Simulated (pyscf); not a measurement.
## Hydrogen abstraction: H₃Si–SH + H atom (H•) → •H₂Si–SH + hydrogen (H₂)

Gas phase, doublet surface, charge 0. Bonds broken: Si2–H4. Bonds formed: H4–H5. Optimised with ωB97X-D3(BJ)/def2-SVP in PySCF.

Transition state (Å):

```xyz
7

S      0.5105    -1.2787     0.6604
Si    -0.4232     0.4208    -0.2421
H      0.0790    -2.1554    -0.2680
H     -1.9879     0.2767    -0.2485
H     -3.2316     0.1484    -0.2415
H     -0.0442     1.5877     0.5991
H      0.0260     0.6222    -1.6497
```

One imaginary mode, 912i cm⁻¹; descent along it reached the two sides named.

```csv
bond,change,reactant side (Å),saddle,product side
Si2–H4,breaks,1.489,1.571,3.2
H4–H5,forms,3.5,1.250,0.761
```

Electronic energies relative to the separated reactants (eV):

| level | barrier | reaction energy | reverse barrier |
|---|---|---|---|
| ωB97X-D3(BJ)/def2-TZVP | 0.19 | -0.58 | 0.76 |
| PBE/def2-TZVP | -0.02 | -0.73 | 0.71 |
| r²SCAN/def2-TZVP | -0.06 | -0.77 | 0.71 |
| B3LYP-D3(BJ)/def2-TZVP | -0.01 | -0.76 | 0.75 |
| PBE0-D3(BJ)/def2-TZVP | 0.06 | -0.64 | 0.70 |
| M06-2X/def2-TZVP | 0.21 | -0.70 | 0.92 |
| ωB97M-D3(BJ)/def2-TZVP | 0.19 | -0.58 | 0.77 |
| HF/def2-TZVP | 0.53 | -0.34 | 0.88 |

With ωB97M-D3(BJ)/def2-TZVP energies and thermal terms (ideal gas, 1 atm, RRHO with modes under 100 cm⁻¹ raised to 100, one conformer, R ln 2 for chiral ones without a mode under 150 cm⁻¹), in eV:

```
T (K)   ΔH‡   ΔG‡     ΔH     ΔG
-----  ----  ----  -----  -----
298    0.12  0.39  -0.55  -0.62
600    0.11  0.67  -0.55  -0.69
900    0.11  0.95  -0.57  -0.76
1200   0.10  1.23  -0.60  -0.82
```

At PBE, r²SCAN, B3LYP-D3(BJ) this geometry lies under the reactants; that is no barrier but a single point on another level's saddle; such a level's own saddle, if it has one, lies nearer that side and is low. One saddle was located; it need not be the lowest between these sides. The angle at the transferred H is 179°.
